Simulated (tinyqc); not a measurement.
Worked calculation: extended Hueckel theory, for SiH3. Computed by tinyqc, a small Python program that keeps every step (integrals from PySCF). Settings: charge = 0, K = 1.75, multiplicity = 2. Command: `OMP_NUM_THREADS=1 python tinyqc.py 20151 20152 out.jsonl` (the two numbers bound the seeds that draw the settings). One thread of a shared host (Intel(R) Xeon(R) Processor @ 2.60GHz), about 0.01 s of CPU time with the checks.

## Overlaps

Geometry (angstrom):
```
atom,x,y,z
Si,0.0000,0.0000,0.1360
H,1.4890,0.0000,0.0000
H,-0.7440,1.2890,0.0000
H,-0.7440,-1.2890,0.0000
```

Parameters chosen for this run:
```
element,shell,Slater exponent,H_ii (eV)
H,1s,1.3000,-13.6000
Si,3s,1.3830,-17.3000
Si,3p,1.3830,-9.2000
```

Slater orbitals, each expanded in six Gaussians scaled to its exponent.

overlap S, lower triangle:
```
,1Si 3s,1Si 3px,1Si 3py,1Si 3pz,2H 1s,3H 1s,4H 1s
1Si 3s,1.0000
1Si 3px,0.0000,1.0000
1Si 3py,0.0000,0.0000,1.0000
1Si 3pz,0.0000,0.0000,0.0000,1.0000
2H 1s,0.4084,0.5142,0.0000,-0.0470,1.0000
3H 1s,0.4086,-0.2572,0.4455,-0.0470,0.0368,1.0000
4H 1s,0.4086,-0.2572,-0.4455,-0.0470,0.0368,0.0368,1.0000
```

## Wolfsberg-Helmholz matrix

diagonal H_ii (eV): 1Si 3s -17.3000, 1Si 3px -9.2000, 1Si 3py -9.2000, 1Si 3pz -9.2000, 2H 1s -13.6000, 3H 1s -13.6000, 4H 1s -13.6000

K = 1.7500

H_ij = K' S_ij (H_ii + H_jj)/2 for i != j (the diagonal keeps H_ii), with K' = 1.75.

H (eV), lower triangle:
```
,1Si 3s,1Si 3px,1Si 3py,1Si 3pz,2H 1s,3H 1s,4H 1s
1Si 3s,-17.3000
1Si 3px,0.0000,-9.2000
1Si 3py,0.0000,0.0000,-9.2000
1Si 3pz,0.0000,0.0000,0.0000,-9.2000
2H 1s,-11.0423,-10.2587,0.0000,0.9370,-13.6000
3H 1s,-11.0485,5.1303,-8.8884,0.9378,-0.8750,-13.6000
4H 1s,-11.0485,5.1303,8.8884,0.9378,-0.8750,-0.8755,-13.6000
```

## Orbitals

valence electrons = 7

Solve H C = S C e through S^(-1/2); fill by pairs from the bottom, a degenerate level sharing its electrons equally; each orbital has its largest coefficient positive (the first on a tie).

orbital energies (eV): -20.5060  -14.9759  -14.9754  -9.2531  4.8099  4.8281  9.0328

occupations: 2.0000  2.0000  2.0000  1.0000  0.0000  0.0000  0.0000

coefficients:
```
,MO1,MO2,MO3,MO4,MO5,MO6,MO7
1Si 3s,0.6327,0.0000,0.0000,0.0948,0.0028,0.0000,1.2146
1Si 3px,0.0000,0.0000,0.3894,0.0000,1.2444,0.0000,-0.0033
1Si 3py,0.0000,0.3894,0.0000,0.0000,0.0000,1.2448,0.0000
1Si 3pz,0.0018,0.0000,0.0000,0.9927,-0.0004,0.0000,-0.1621
2H 1s,0.2533,0.0000,0.5862,-0.0350,-0.9145,0.0000,-0.7209
3H 1s,0.2534,0.5075,-0.2929,-0.0350,0.4547,-0.7909,-0.7247
4H 1s,0.2534,-0.5075,-0.2929,-0.0350,0.4547,0.7909,-0.7247
```

sum of one-electron energies = -110.1677 eV

## Mulliken analysis

P = C n C^T; charge = valence electrons (H 1, Si 4) minus the sum of (P S)_ii on the atom; overlap population = 2 sum P_ij S_ij between two atoms.

charges: 1Si 0.5004, 2H -0.1669, 3H -0.1667, 4H -0.1667

Overlap populations:
```
pair,value
2-1,0.731819
3-1,0.732092
3-2,-0.015721
4-1,0.732092
4-2,-0.015721
4-3,-0.015729
```
